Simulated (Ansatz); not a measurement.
Ideal-gas functions of C3H4F2 (`C=CC(F)F`) at 500 K and 1 bar, from an Ansatz frequency run at PBE0-D4/def2-TZVP.

Molar mass 78.06 g/mol, point group C1 (symmetry number 1), electronic degeneracy 1, moments of inertia 56.478, 119.807, 161.659 u Å². Harmonic wavenumbers (cm⁻¹, unscaled): 108, 270, 384, 522, 582, 733, 965, 993, 1022, 1027, 1115, 1189, 1314, 1372, 1403, 1451, 1738, 3058, 3170, 3191, 3262.

Use S(trans) = R[1.5 ln M + 2.5 ln T − 1.1517]; rotational temperatures θ = 24.2544 K / I; S(rot) = R[ln(√π/σ · √(T³/θAθBθC)) + 1.5]; for each mode x = 1.438777 ν̃/T, S = R[x/(eˣ − 1) − ln(1 − e⁻ˣ)] and H = RT x/(eˣ − 1); 1 cm⁻¹ = 0.0119627 kJ/mol; R = 8.31446 J/(mol·K).

Q: By hand: the entropy, in J/(mol·K).

A: Translation 173.9. Rotation: θ = 0.4294, 0.2024, 0.15 K, giving 112.8. Vibration, mode by mode: 18.06, 10.62, 7.89, 5.67, 4.94, 3.50, 2.07, 1.94, 1.81, 1.79, 1.47, 1.24, 0.93, 0.81, 0.75, 0.67, 0.34, 0.01, 0.01, 0.01, 0.01, in all 64.5. Electronic 0.0. Sum 351.2 J/(mol·K).

Q: By hand: H − E and G − E in kJ/mol, counted from the electronic energy.

A: Zero-point energy ½ × 28869 × 0.0119627 = 172.7; thermal vibration 18.5; translation, rotation and pV give 4 RT = 16.6. H − E = 207.8 kJ/mol, and G − E = 207.8 − 500 × 351.2/1000 = 32.2 kJ/mol.

Vibration gives 18 % of the entropy, 18.1 J/(mol·K) of it from the mode under 150 cm⁻¹: soft modes count most, and the harmonic formula is weakest for them. The sum counts one conformer and one mirror image; others add a mixing term.
